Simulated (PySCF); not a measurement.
Gas-phase reaction: 4 NH3 + SiH2 = Si(NH2)4 + 3 H2. Level: ωB97M-V/def2-TZVP†; standard pressure 1 bar.

Energies from PySCF, thermal terms from the rigid-rotor harmonic-oscillator model, ideal gas at 1 bar. † marks an energy on the PBE0/def2-TZVP geometry and frequencies. All species are closed-shell singlets. Si(NH2)4: computed as isolated molecules; such fragments, hydroxides, amides, oligomers or adducts are transient or little studied in the gas. The harmonic model lacks anharmonicity and excited electronic states, which grow with temperature; levels with a mode under 35 cm⁻¹ are left out. Internal rotation in Si(NH2)4 is treated as a harmonic vibration of one conformer, which makes the entropy rough.

| T (K) | 1000/T (1/K) | log10 K |
|---|---|---|
| 600 | 1.6667 | 27.95 |
| 800 | 1.2500 | ? |
| 1000 | 1.0000 | 12.82 |
| 1200 | 0.8333 | 9.20 |
| 1400 | 0.7143 | 6.66 |
| 1600 | 0.6250 | 4.80 |

Question: Fit log10 K = a + b·(1000/T) to the five rows, get the mean ΔH° and ΔS°, and predict log10 K at 800 K.

Answer: Means: 1000/T = 0.9679, log10 K = 12.286. Sums of products about the means: Sxy = 15.37222, Sxx = 0.689362, so b = Sxy/Sxx = 22.30 and a = 12.286 − (22.30)×0.9679 = -9.30.
ΔH° = −R ln 10 × 1000 K × b = −19.145 × (22.30) = -427 kJ; ΔS° = R ln 10 × a = -178 J/K. The run's own values go from -445 kJ and -206 J/K at 600 K to -395 kJ and -155 J/K at 1600 K.
Prediction at 800 K: -9.30 + (22.30)×1.2500 = 18.57. The computed value is 18.40, 0.17 from the line.
For scale, ΔH°(298 K) is -464 kJ at this level, -469 kJ at ωB97X-V/def2-TZVP†, and runs from -501 to -350 kJ over the 18 levels computed.
